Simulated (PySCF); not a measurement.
1-chloro-2,2-difluoroethylene, C2HClF2.
Structure used (PBE0-D3(BJ)/def2-SVP), in Å, numbered top down from 1:
```
atom  x, y, z in Å
F1    -1.4136    0.8106    0.5743
C2    -0.6439   -0.1358    0.1155
F3    -1.3056   -1.2524   -0.0501
C4     0.6520   -0.0134   -0.1602
Cl5    1.5002    1.4587    0.0608
H6     1.2109   -0.8677   -0.5403
```

The calculation used core-valence-separated Tamm–Dancoff BHandHLYP/aug-pcX-1 (pcseg-1 on H, def2-SVPD on Cl) in PySCF, non-relativistic, gas phase, PBE0-D3(BJ)/def2-SVP geometry. Absolute energies from this functional tend to lie a few eV below measured edges; no shift was applied.

The lowest roots of each edge with f over 0.003 (five at most, numbered afresh; weaker and dark ones are left out), with transition dipoles (au) in the frame of the coordinates:

| root | edge | E (eV) | μx | μy | μz |
| --- | --- | --- | --- | --- | --- |
| 1 | C | 284.70 | 0.0202 | -0.0235 | 0.0837 |
| 2 | C | 285.54 | 0.0393 | 0.0757 | 0.0118 |
| 3 | C | 287.12 | 0.0243 | -0.0297 | 0.1010 |
| 4 | C | 287.51 | -0.0277 | 0.0306 | 0.0152 |
| 5 | C | 288.60 | 0.0357 | -0.0123 | -0.0121 |
| 6 | F | 686.85 | 0.0055 | -0.0069 | 0.0260 |
| 7 | F | 686.93 | -0.0230 | -0.0301 | -0.0057 |
| 8 | F | 686.98 | 0.0039 | -0.0097 | 0.0239 |
| 9 | F | 687.16 | -0.0228 | 0.0259 | 0.0124 |
| 10 | F | 688.47 | -0.0217 | -0.0167 | 0.0004 |

What are the oscillator strengths?

f = (2/3) ΔE |μ|², with ΔE in hartree (27.2114 eV):

```csv
root,ΔE (Eh),|μ|² (au),f,core hole on
1,10.4624,0.007962,0.056,C4
2,10.4934,0.007409,0.052,C4
3,10.5513,0.011667,0.082,C2
4,10.5657,0.001938,0.014,C4
5,10.6057,0.001568,0.011,C4
6,25.2414,0.000755,0.013,F1
7,25.2444,0.001466,0.025,F3
8,25.2461,0.000680,0.011,F3
9,25.2525,0.001345,0.023,F1
10,25.3007,0.000749,0.013,F3
```

What is the unit vector of the normal of the molecular plane, and which share of each root's |μ|² lies along it?

(0.22, -0.27, 0.94), up to sign.

```json
{"root": "1", "core hole on": "C4", "share along it": "1.00", "final orbital under reflection in the plane": "odd"}
{"root": "2", "core hole on": "C4", "share along it": "0.00", "final orbital under reflection in the plane": "even"}
{"root": "3", "core hole on": "C2", "share along it": "1.00", "final orbital under reflection in the plane": "odd"}
{"root": "4", "core hole on": "C4", "share along it": "0.00", "final orbital under reflection in the plane": "even"}
{"root": "5", "core hole on": "C4", "share along it": "0.00", "final orbital under reflection in the plane": "even"}
{"root": "6", "core hole on": "F1", "share along it": "1.00", "final orbital under reflection in the plane": "odd"}
{"root": "7", "core hole on": "F3", "share along it": "0.00", "final orbital under reflection in the plane": "even"}
{"root": "8", "core hole on": "F3", "share along it": "0.98", "final orbital under reflection in the plane": "odd"}
{"root": "9", "core hole on": "F1", "share along it": "0.00", "final orbital under reflection in the plane": "even"}
{"root": "10", "core hole on": "F3", "share along it": "0.00", "final orbital under reflection in the plane": "even"}
```

The 1s orbitals of atoms in the plane are even under the reflection, so light polarised along the normal reaches odd orbitals alone (the out-of-plane π set) and light polarised in the plane even ones.

For fixed molecules, how does the intensity of root 1 change when the electric field is turned 30° away from the normal of the molecular plane?

Intensity goes as (E·μ)², and μ lies along that direction, so it falls to cos²30° = 0.75 of its maximum; it vanishes at 90°.

Molecules are fixed in this frame and the field points along x. What effective strengths 3 f cos²θ do the roots have (θ between field and μ)?

root 1 (C4): 0.009, root 2 (C4): 0.032, root 3 (C2): 0.012, root 4 (C4): 0.016, root 5 (C4): 0.027, root 6 (F1): 0.002, root 7 (F3): 0.027, root 8 (F3): 0.001, root 9 (F1): 0.026, root 10 (F3): 0.024. Root 2 is the strongest. Averaged over all orientations cos²θ is 1/3, which gives f back.

